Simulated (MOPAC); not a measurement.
MOPAC input (MNDO):

```
MNDO PRECISE GNORM=0.05 LET XYZ GEO-OK AUX(PRECISION=9) THREADS=1
C3H4

C    -0.00541272 1    0.00514807 1    0.86088345 1
C    -0.00020344 1   -0.64634739 1   -0.49579893 1
C     0.00648613 1    0.64037189 1   -0.50345144 1
H     0.90225350 1    0.00400638 1    1.46236727 1
H    -0.92057007 1    0.01341463 1    1.45085018 1
H    -0.00162276 1   -1.57792247 1   -1.03216063 1
H     0.01471952 1    1.56546606 1   -1.05085530 1
```

Output:

```
 *******************************************************************************
 **                                                                           **
 **                              MOPAC v23.2.5                                **
 **                                                                           **
 *******************************************************************************
 ** MOPAC's Digital Object Identifier: https://doi.org/10.5281/zenodo.6511958 **
 **                                                                           **
 ** Please cite the open-source release paper for use of this MOPAC version:  **
 ** J. E. Moussa and J. J. P. Stewart (2026)                                  **
 ** MOPAC: An open-source semiempirical molecular orbital program             **
 ** J. Open Source Softw., 11(119), 8025, https://doi.org/10.21105/joss.08025 **
 *******************************************************************************

                              MNDO CALCULATION RESULTS

 *******************************************************************************
 *  MNDO       - The MNDO Hamiltonian to be used
 *  GEO-OK     - OVERRIDE INTERATOMIC DISTANCE AND OTHER SAFETY CHECKS
 *  LET        - OVERRIDE SOME SAFETY CHECKS
 *  PRECISE    - TIGHTER CRITERIA TO BE USED
 *  XYZ        - CARTESIAN COORDINATE SYSTEM TO BE USED
 *  GNORM      - EXIT WHEN GRADIENT NORM DROPS BELOW 0.050
 *  AUX        - OUTPUT AUXILIARY INFORMATION
 *******************************************************************************
MNDO PRECISE GNORM=0.05 LET XYZ GEO-OK AUX(PRECISION=9) THREADS=1
 C3H4

   ATOM   CHEMICAL          X               Y               Z
  NUMBER   SYMBOL      (ANGSTROMS)     (ANGSTROMS)     (ANGSTROMS)

     1       C         -0.00541272  *   0.00514807  *   0.86088345  *
     2       C         -0.00020344  *  -0.64634739  *  -0.49579893  *
     3       C          0.00648613  *   0.64037189  *  -0.50345144  *
     4       H          0.90225350  *   0.00400638  *   1.46236727  *
     5       H         -0.92057007  *   0.01341463  *   1.45085018  *
     6       H         -0.00162276  *  -1.57792247  *  -1.03216063  *
     7       H          0.01471952  *   1.56546606  *  -1.05085530  *

          CARTESIAN COORDINATES

    NO.       ATOM           X           Y           Z

     1         C         -0.0054      0.0051      0.8609
     2         C         -0.0002     -0.6463     -0.4958
     3         C          0.0065      0.6404     -0.5035
     4         H          0.9023      0.0040      1.4624
     5         H         -0.9206      0.0134      1.4509
     6         H         -0.0016     -1.5779     -1.0322
     7         H          0.0147      1.5655     -1.0509

  H: (MNDO): M.J.S. DEWAR, W. THIEL, J. AM. CHEM. SOC., 99, 4899, (1977)
  C: (MNDO): M.J.S. DEWAR, W. THIEL, J. AM. CHEM. SOC., 99, 4899, (1977)

           Empirical Formula: C3 H4  =     7 atoms

      MOLECULAR POINT GROUP   :   C2v

      RHF CALCULATION, NO. OF DOUBLY OCCUPIED LEVELS = 8

          Geometry optimization using EF

          DIAGONAL MATRIX USED AS START HESSIAN

 CYCLE:     1  GRAD.:   125.339 HEAT:  70.23310
 CYCLE:     2  GRAD.:   648.594 HEAT:  125.9994
 CYCLE:     3  GRAD.:   186.839 HEAT:  79.91681
 CYCLE:     4  GRAD.:   289.312 HEAT:  81.07199
 CYCLE:     5  GRAD.:   120.023 HEAT:  72.19792
 CYCLE:     6  GRAD.:   221.964 HEAT:  79.92278
 CYCLE:     7  GRAD.:    19.135 HEAT:  68.41041
 CYCLE:     8  GRAD.:    48.019 HEAT:  69.39459
 CYCLE:     9  GRAD.:     2.420 HEAT:  68.26766
 CYCLE:    10  GRAD.:     0.851 HEAT:  68.26613
 CYCLE:    11  GRAD.:     0.842 HEAT:  68.26605
 CYCLE:    12  GRAD.:     2.911 HEAT:  68.26755
 CYCLE:    13  GRAD.:     0.055 HEAT:  68.26586
 CYCLE:    14  GRAD.:     0.106 HEAT:  68.26586
 CYCLE:    15  GRAD.:     0.074 HEAT:  68.26586
 CYCLE:    16  GRAD.:     0.050 HEAT:  68.26586

     GRADIENT =  0.04969 IS LESS THAN CUTOFF =  0.05000

 -------------------------------------------------------------------------------
 MNDO PRECISE GNORM=0.05 LET XYZ GEO-OK AUX(PRECISION=9) THREADS=1
 C3H4

     GEOMETRY OPTIMISED USING EIGENVECTOR FOLLOWING (EF).
     SCF FIELD WAS ACHIEVED

                              MNDO CALCULATION
                                                       MOPAC v23.2.5 Linux

          FINAL HEAT OF FORMATION =         68.26586 KCAL/MOL =     285.62434 KJ/MOL

          COSMO AREA              =         83.74 SQUARE ANGSTROMS
          COSMO VOLUME            =         66.63 CUBIC ANGSTROMS

          GRADIENT NORM           =          0.04969          =       0.01878 PER ATOM
          IONIZATION POTENTIAL    =          9.884097 EV
          HOMO LUMO ENERGIES (EV) =         -9.884  0.992
          NO. OF FILLED LEVELS    =          8
          MOLECULAR WEIGHT        =         40.0646         POINT GROUP:  C2v

          MOLECULAR DIMENSIONS (Angstroms)

            Atom       Atom       Distance
            H     7    H     6     3.19609
            H     6    H     5     2.64466
            H     4    H     5     1.69914

          SCF CALCULATIONS        =         17

   ATOM   CHEMICAL          X               Y               Z
  NUMBER   SYMBOL      (ANGSTROMS)     (ANGSTROMS)     (ANGSTROMS)

     1       C         -0.00535072  *   0.00511657  *   0.85113964  *
     2       C         -0.00026098  *  -0.66697169  *  -0.50353251  *
     3       C          0.00664218  *   0.66089555  *  -0.51137581  *
     4       H          0.89473965  *   0.00413530  *   1.47781049  *
     5       H         -0.91325346  *   0.01346702  *   1.46638929  *
     6       H         -0.00193786  *  -1.60408439  *  -1.00365975  *
     7       H          0.01467777  *   1.59190281  *  -1.02264959  *

                             CARTESIAN COORDINATES

   1    C       -0.005350719     0.005116567     0.851139637
   2    C       -0.000260978    -0.666971686    -0.503532506
   3    C        0.006642176     0.660895555    -0.511375815
   4    H        0.894739649     0.004135304     1.477810491
   5    H       -0.913253458     0.013467021     1.466389287
   6    H       -0.001937858    -1.604084394    -1.003659750
   7    H        0.014677766     1.591902806    -1.022649586

           Empirical Formula: C3 H4  =     7 atoms

      MOLECULAR POINT GROUP   :   C2v

                  EIGENVALUES
 -40.63951 -24.03917 -21.70542 -16.50016 -14.75915 -12.71611 -11.26986  -9.88410
   0.99220   3.07136   4.44677   4.56741   4.60108   4.91983   5.46494   5.97087

              NET ATOMIC CHARGES AND DIPOLE CONTRIBUTIONS

  ATOM NO.   TYPE          CHARGE      No. of ELECS.   s-Pop       p-Pop
    1          C          -0.016650        4.0166     1.21078     2.80587
    2          C          -0.133889        4.1339     1.23892     2.89497
    3          C          -0.133856        4.1339     1.23889     2.89496
    4          H           0.017594        0.9824     0.98241
    5          H           0.017594        0.9824     0.98241
    6          H           0.124611        0.8754     0.87539
    7          H           0.124594        0.8754     0.87541
 DIPOLE           X         Y         Z       TOTAL
 POINT-CHG.     0.002    -0.002    -0.379     0.379
 HYBRID         0.001    -0.001    -0.099     0.099
 SUM            0.003    -0.003    -0.478     0.478

          ATOMIC ORBITAL ELECTRON POPULATIONS

     Atom    s        px        py        pz
    1  C   1.21078   0.93079   1.04882   0.82626
    2  C   1.23892   0.98390   0.92795   0.98312
    3  C   1.23889   0.98392   0.92913   0.98192
    4  H   0.98241
    5  H   0.98241
    6  H   0.87539
    7  H   0.87541

 **********************
 *                    *
 * JOB ENDED NORMALLY *
 *                    *
 **********************

 == MOPAC DONE ==
```
